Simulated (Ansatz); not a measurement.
Basis-set extrapolation for C$_{3}$H$_{2}$FN (`N#C/C=C/F`) (PBE0-D4/def2-TZVP geometry, frozen core, Ansatz 0.2.0). Multiplicity 1, RHF reference.

```csv
,def2-TZVPP,def2-QZVPP
HF,-268.725478,-268.736669
MP2 correlation,-0.891561,-0.957810
CCSD(T) correlation,-0.945226,not run
```

Energies in hartree. Use E(X) = E(∞) + A·exp(−7.88·√X) for Hartree–Fock and E(X) = E(∞) + B·X^(−2.97) for correlation, with X = 3 and 4, and add CCSD(T) minus MP2 of the smaller set to the MP2 limit.

Task: What is the CCSD(T) energy at the basis-set limit?

Result: HF limit: -268.736669 + (-0.011191) × 0.13774 = -268.73821. MP2 limit: -0.957810 + (-0.066249) × 0.74074 = -1.00688. Higher-order term: -0.945226 − (-0.891561) = -0.05366. Total: -269.79875 hartree, 336.2 kJ/mol below CCSD(T)/def2-TZVPP.
